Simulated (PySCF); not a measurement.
Compound: C₃H₄Cl (doublet state).
Atom-mapped SMILES: `[Cl:1][C:2]1[CH2:3][CH2:4]1` (hydrogens: H5, H6 on C3; H7, H8 on C4)

Computed with UKS B3LYP, pcH-1 on C Cl H, non-relativistic, mean-field spin-orbit, GIAO in PySCF 2.14.0. Geometry: GFN2-xTB; no solvent, vibrations or thermal averaging. A GFN2-xTB geometry isn't a minimum of the functional, and hyperfine couplings can be far from their values at a DFT geometry. No stability test was run, so a lower SCF solution isn't excluded.

Question: Match the computed a_iso(13C) values +404.2, -5.8 MHz (means over equivalent nuclei) with the sites C2; C3/C4.

Answer: 
```
 site  a_iso (MHz)  ρ(0) (bohr⁻³)                 position  distance from C2 (Å)  spin population  largest |T| (MHz)
   C2       +404.2        +0.3591  largest spin population                  0.00            +0.82              135.1
C3/C4         -5.8        -0.0052           1 bond from C2                  1.47             0.00                7.7
```

ρ(0) is the spin density at the nucleus and T the dipolar tensor; a_iso includes a spin–orbit part; entries for several nuclei are means. The largest Mulliken spin populations are on C2 (+0.82) and Cl1 (+0.10). C2 is the only atom above +0.15. The angles at C2 add up to 319.5°, so it is pyramidal.

Examples of negative spin density at the nucleus (bohr⁻³): C3/C4 (-0.0052).

Nuclei that the bonding pattern makes equivalent are averaged, as if the motion that swaps them (rotation, inversion, ring flip) were fast. The 1H value of +46.3 MHz is a mean of couplings from 31.3 to 61.4 MHz in this one geometry, not an average over conformers.
